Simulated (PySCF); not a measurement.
# Computed properties of ethane (C2H6), SMILES CC

ethane (C₂H₆), SMILES CC. Coordinates come from a ωB97X-D3(BJ)/def2-TZVP optimisation. The values are those of a single conformer. All values are computed for the isolated molecule unless a solvent is named; none is compared with measurement here.

**Structure.** The optimised structure has D3d symmetry. All 18 harmonic modes at ωB97X-D3(BJ)/def2-TZVP (PySCF) are real, so it is a minimum.

**Vibrations.** The strongest infrared lines (harmonic, unscaled, degenerate partners summed) lie at 3139 cm⁻¹ (128 km/mol, H 91 %, C 9 %), 3059 cm⁻¹ (58 km/mol, H 97 %), 1511 cm⁻¹ (22 km/mol, H 94 %). The softest mode is at 305 cm⁻¹ and the zero-point energy is 47.1 kcal/mol.

**Electronic structure.** PBE0/def2-TZVPD (PySCF) places the frontier levels at -9.59 and 0.53 eV, a gap of 10.12 eV, and gives a dipole moment of 0.00 D and a mean polarisability of 28.7 bohr³. PBE/def2-TZVPD (PySCF) at the same geometry gives -8.14 and -0.08 eV, so its gap is 2.06 eV narrower. An orbital gap is neither the optical nor the fundamental gap.

**Excitations.** TDDFT-M06-2X/def2-TZVPD (PySCF) has S1 at 8.91 eV (139 nm, f = 0.000, dark); the most intense of the 10 singlets computed lies at 10.46 eV (f = 0.22). Strengths of degenerate partners are summed. T1 (TDA) is at 8.79 eV. TDDFT-PBE/def2-TZVPD (PySCF) puts S1 at 8.10 eV. No vertical singlet excitation falls in the visible range (under 3.1 eV).

**NMR.** GIAO shifts at PBE0/pcSseg-2 (PySCF) (non-relativistic, atoms alike by connectivity averaged): ¹³C at 9.7 ppm against TMS; ¹H at 1.0 ppm against TMS.

**Solvation.** SMD-PBE0/def2-SVP (PySCF) gives 1.8 kcal/mol in water, -1.4 kcal/mol in chloroform, -0.8 kcal/mol in tetrahydrofuran (1 M in both phases, gas-phase geometry); of these solvents chloroform holds the molecule best.
